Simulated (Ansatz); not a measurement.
The first iterations of a band of CH5Al + H3P (11 atoms, charge 0, multiplicity 1).

All numbers below come from RKS PBE-D4/def2-SVP in Ansatz 0.2.0.

```
movable images  : 1
climbing image  : no
spring          : 5.0 eV/Å²
optimiser       : quadratic models (default)
start path      : through a guess of the saddle point
force threshold : 0.05 eV/Å
iteration limit : 60
end points      : relaxed
```

Initial state:

```xyz
11
Properties=species:S:1:pos:R:3
Al -0.033 0.125 0.213
H -0.155 0.625 1.739
H 1.424 0.096 -0.462
C -1.662 -0.086 -0.876
H -2.511 -0.506 -0.298
H -1.994 0.914 -1.238
H -1.506 -0.714 -1.777
P 0.230 -3.009 1.017
H -0.634 -2.769 -0.109
H 1.399 -2.531 0.327
H -0.046 -1.722 1.634
```

Final state:

```xyz
11
Properties=species:S:1:pos:R:3
Al 0.077 -0.676 -0.117
H -0.292 0.542 1.793
H 1.380 0.255 -0.224
C -1.659 -0.118 -0.862
H -2.514 -0.642 -0.384
H -1.829 0.976 -0.777
H -1.696 -0.366 -1.946
P 0.321 -2.849 0.785
H -0.483 -3.438 -0.257
H 1.564 -3.079 0.093
H -0.357 -0.182 2.066
```

| iteration | highest image above the first end (eV) | largest band force component (eV/Å) |
| --- | --- | --- |
| 1 | 1.519 | 1.972 |
| 2 | 0.911 | 0.490 |
| 3 | 0.688 | 1.019 |

Does the band converge within its limit, and where does its top end?

The forces met the threshold. It ended after 11 iterations with the highest image 0.203 eV above the first end. No image climbed, so the highest image needn't sit at the top of the path. A band with more images between the same ends climbed to 0.58 eV, so this one has probably stepped over the top. So few images can step over the top or miss a turn of the path. The orbitals stay closed-shell, which can raise the energy where a bond breaks towards radicals; this wasn't checked here.

Run time: 18 s on 2 threads of Arm Neoverse V1 (shared host), peak memory 0.13 GiB.
